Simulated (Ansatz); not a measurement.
I need a relaxed scan of one distance of BH₅P (charge -1), SMILES [BH3-]P. Use the Ansatz DFT code, driven from Python. Settings (for the species named): PBE0, def2-SVP basis, multiplicity 1, D3BJ dispersion.

```xyz
7

B    -0.7318   -0.1282   -0.0450
P     1.0977    0.0646   -0.6583
H    -1.4244    0.6585   -0.6107
H    -1.1137   -1.2320   -0.2782
H    -0.7844    0.0696    1.1287
H     1.3087    1.3154    0.0502
H     1.6479   -0.7479    0.4132
```

The script, `relaxed_scan_bh5p.py`:
```python
"""Relaxed scan of one distance in BH5P(-)."""

from dataclasses import dataclass
import logging
import sys

import ansatz as az
import numpy as np

logging.basicConfig(stream=sys.stdout, format="%(levelname)s:%(name)s:%(message)s")
log = logging.getLogger("calc")
log.setLevel(logging.INFO)


@dataclass(frozen=True)
class Options:
    basis: str = "def2-SVP"
    xc: str = "PBE0"
    dispersion: str = "d3bj"
    net_charge: int = -1


settings = Options()

GEOMETRY = """
B    -0.73180   -0.12820   -0.04500
P     1.09770    0.06460   -0.65830
H    -1.42440    0.65850   -0.61070
H    -1.11370   -1.23200   -0.27820
H    -0.78440    0.06960    1.12870
H     1.30870    1.31540    0.05020
H     1.64790   -0.74790    0.41320
"""

system = az.Crystal.molecule()
for line in GEOMETRY.strip().splitlines():
    symbol, *xyz = line.split()
    system = system.atom(symbol, [float(v) for v in xyz])

job = (
    system.calculation()
    .basis(gaussian=settings.basis)
    .functional(settings.xc, dispersion=settings.dispersion)
    .charge(settings.net_charge)  # electrons removed from the neutral system
)
symbols = [site.symbol for site in system.cartesian_sites]
pairs = [(0, 1), (0, 2), (0, 3), (0, 4), (1, 5), (1, 6)]
print("held (A)   E (eV)        ", "  ".join(f"{symbols[i]}{i}-{symbols[j]}{j}" for i, j in pairs))
for length in [1.34, 1.45, 1.57, 1.74, 1.96]:
    data = job.relax(constraints=[az.DistanceConstraint((1, 5), at=length)], force_tolerance=0.02, max_steps=60).run(threads=1, backend="cpu").report
    xyz = np.array(data["positions_ang"])
    print(f"{length:6.2f} {data['free_energy_ev']:14.5f}  ", "  ".join(f"{np.linalg.norm(xyz[i] - xyz[j]):.3f}" for i, j in pairs))
```

```console
$ python relaxed_scan_bh5p.py
held (A)   E (eV)         B0-P1  B0-H2  B0-H3  B0-H4  P1-H5  P1-H6
DeckWarning: relax.constraints: the input's atoms, or those drawn, lie off the distances that are held; a relaxation that starts there is brought onto them ahead of its first SCF, by positions alone, an atom by 5.65e-2 Å at the most. With the symmetry detection on, the symmetry is detected on the input's atoms as so [...]
  1.34   -10038.96276   2.002  1.243  1.241  1.240  1.340  1.441
  1.45   -10039.07816   2.000  1.242  1.242  1.239  1.450  1.441
  1.57   -10038.95099   1.996  1.241  1.243  1.238  1.570  1.442
  1.74   -10038.54675   1.987  1.240  1.245  1.236  1.740  1.441
  1.96   -10037.90393   1.974  1.238  1.248  1.234  1.960  1.440
```
(Warnings from the package without file and line, shortened, repeats left out.)

Reading the output:
- Total energies depend on the basis set; only differences at equal settings carry meaning.
- The energies are electronic: no zero-point or thermal terms, and the basis set is short of its limit.
- Anions want diffuse functions, which this basis lacks.
- The whole script took 23 s on 1 thread of Intel(R) Xeon(R) 6975P-C (Granite Rapids) (shared host), peak memory 0.19 GiB.

(Lines on the test bed's own set-up are left out of the output.)
